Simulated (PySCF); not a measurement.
Compound: C-cyanomethanimine, C2H2N2.
Geometry (PBE0-D3(BJ)/def2-TZVP, Å), atoms numbered from 1 in this order:
```xyz
6
C2H2N2 angstrom
H     -1.1916   -1.0549   -0.5273
N     -1.3522   -0.1953   -0.0007
C     -0.2676    0.3993    0.2565
C      1.0395   -0.0670   -0.1388
N      2.0778   -0.4470   -0.4584
H     -0.2854    1.3347    0.8154
```

Computed with PySCF at wB97X-D/pcSseg-2, non-relativistic, on one gas-phase PBE0-D3(BJ)/def2-TZVP geometry that isn't relaxed in the solvent. The solvent is an IEF-PCM continuum (cavity from Bondi-type radii × 1.2). The model holds no explicit solvent molecules, cavitation or dispersion.

Gas phase at wB97X-D/pcSseg-2: HOMO -11.05 eV, LUMO -0.59 eV, dipole 1.42 D.

**Question.** What does the continuum do to the energy, the frontier levels and the dipole at wB97X-D/pcSseg-2 in chloroform?

**Answer.** 
```
   solvent      ε  E(solvent) − E(gas) (kcal/mol)  polarisation term (kcal/mol)  distortion of the solute (kcal/mol)  HOMO (eV)  LUMO (eV)  dipole (D)
chloroform  4.711                           -5.10                         -5.74                                 0.64     -10.90      -0.40        1.73
```

The polarisation term is half the interaction of the solute with the surface charges that it induces; the rest is the cost of distorting the solute's density. The sum is the electrostatic part of solvation alone.

**Question.** Which radius a makes the point-dipole formula ΔE = −[(ε − 1)/(2ε + 1)]·μ²/a³ give the value in chloroform, with the gas-phase dipole?

**Answer.** μ = 0.557 au and |ΔE| = 0.00813 Eh give a = 1.26 Å; the farthest nucleus lies 2.17 Å from the centroid of the nuclei, so such a sphere wouldn't even hold the nuclei. The formula assumes a rigid point dipole at the centre of a sphere.

**Question.** Give the dipole vector in the frame of the coordinates (D, pointing from negative to positive charge), gas and chloroform.

**Answer.** Gas (-1.20, 0.60, 0.46), solvent (-1.47, 0.73, 0.56). Its length changes by +22 % and its direction by less than 1°.

Hardware: Arm Neoverse N1, one thread, no GPU, on a shared host. Cost: 15 s, 0.73 GiB resident at most. This is the whole shielding run at wB97X-D/pcSseg-2 in chloroform, SCF included.

The pairwise dispersion term of wB97X-D wasn't added to the energies; at a given geometry it leaves orbitals and properties as they are.
